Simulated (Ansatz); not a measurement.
in.yaml

```yaml
crystal:
  periodic: [false, false, false]
  atoms:
    - {symbol: C, position_ang: [0.030223, 0.739186, 0.000000]}
    - {symbol: N, position_ang: [0.030223, -0.724852, 0.000000]}
    - {symbol: H, position_ang: [-0.963248, 1.210956, 0.000000]}
    - {symbol: H, position_ang: [-0.479694, -1.064669, 0.812370]}
    - {symbol: H, position_ang: [-0.479694, -1.064669, -0.812370]}
    - {symbol: H, position_ang: [0.571250, 1.091491, 0.880670]}
    - {symbol: H, position_ang: [0.571250, 1.091491, -0.880670]}
basis:
  gaussian: {orbitals: cc-pVQZ}
correlation: {active_space: {ras: {orbitals: [7, 0, 251], electrons: 14, max_holes: 2, max_particles: 2}, fixed_orbitals: true}}
```

```sh
$ ansatz run in.yaml --threads 1 --pin off --events-out ev --progress --plain --max-ram 3956MiB --backend cpu
```

Log:

```
1496 factors; integrals over basis functions are off by at most 1.3e-3 eV
mean field evaluation 1: about -2590.0480 eV, gradient 3.1e1 eV
mean field evaluation 2: about -2590.0482 eV, gradient 3.1e1 eV
mean field evaluation 4: about -2592.1374 eV, gradient 2.7e0 eV
mean field evaluation 8: about -2592.1620 eV, gradient 1.8e-4 eV
mean field -2592.16197564 eV, -95.2601955742 hartree, gradient 2.0e-6 eV, S^2 0.000000; 0 other end points of the search recorded, 0 dependent functions left out
reference -2592.16197564 eV, -95.2601955742 hartree; 9, 9 occupied and 251, 251 virtual orbitals, 1496 factors
Error: with its integrals the run needs 10.06 GiB of memory, and 3.86 GiB are given
refused for memory
```

The run gave no result to rely on (out of memory).

Ran on 1 thread of AMD EPYC 7R13, shared host: 5.5 s wall, 0.68 GiB peak host memory.
